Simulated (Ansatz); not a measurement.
Relaxation of AlH5OSi (8 atoms, charge 0, multiplicity 1), to a largest force component of 0.02 eV/Å in at most 40 steps.

Method: RKS PBE/6-31G* in Ansatz 0.2.0.

```xyz
8
Properties=species:S:1:pos:R:3
Al 0.000 0.000 0.000
H 0.000 0.000 1.560
H 1.351 0.000 -0.780
O -1.542 0.000 -0.890
Si -2.691 -1.224 -0.827
H -2.288 -2.220 0.162
H -3.983 -0.659 -0.450
H -2.801 -1.857 -2.138
```

Problem. Where does it end, and by what steps?

Solution. The forces met the threshold. The force dipped under the threshold on the way, but the program's further checks kept it going. After 19 steps the energy has fallen by 0.237 eV; H3 moved furthest, 1.01 Å.

| step | energy less start (eV) | largest force component (eV/Å) | accepted |
| --- | --- | --- | --- |
| 0 | 0.0000 | 1.143 | yes |
| 1 | -0.1110 | 0.473 | yes |
| 2 | -0.1424 | 0.300 | yes |
| 3 | -0.1852 | 0.188 | yes |
| 4 | -0.2157 | 0.233 | yes |
| 5 | -0.2288 | 0.041 | yes |
| 6 | -0.2309 | 0.024 | yes |
| 7 | -0.2241 | 0.196 | no |
| 8 | -0.2321 | 0.016 | yes |
| 9 | -0.2332 | 0.053 | yes |
| 10 | -0.2335 | 0.071 | yes |
| 11 | -0.2340 | 0.070 | yes |
| 12 | -0.2348 | 0.035 | yes |
| 13 | -0.2357 | 0.039 | yes |
| 14 | -0.2353 | 0.121 | no |
| 15 | -0.2365 | 0.027 | yes |
| 16 | -0.2367 | 0.045 | yes |
| 17 | -0.2365 | 0.059 | no |
| 18 | -0.2370 | 0.015 | yes |
| 19 | -0.2371 | 0.006 | yes |

```xyz
8
Properties=species:S:1:pos:R:3
Al 0.147 -0.011 0.013
H 0.425 -0.634 1.460
H 1.129 0.986 -0.752
O -1.310 -0.430 -0.802
Si -2.743 -1.270 -0.812
H -2.929 -2.078 0.444
H -3.895 -0.315 -0.929
H -2.777 -2.208 -1.983
```

Whether the end is a true minimum wasn't checked by a vibrational analysis.

The run took 40 s on 1 thread of Arm Neoverse V1 (shared host), peak memory 0.13 GiB.
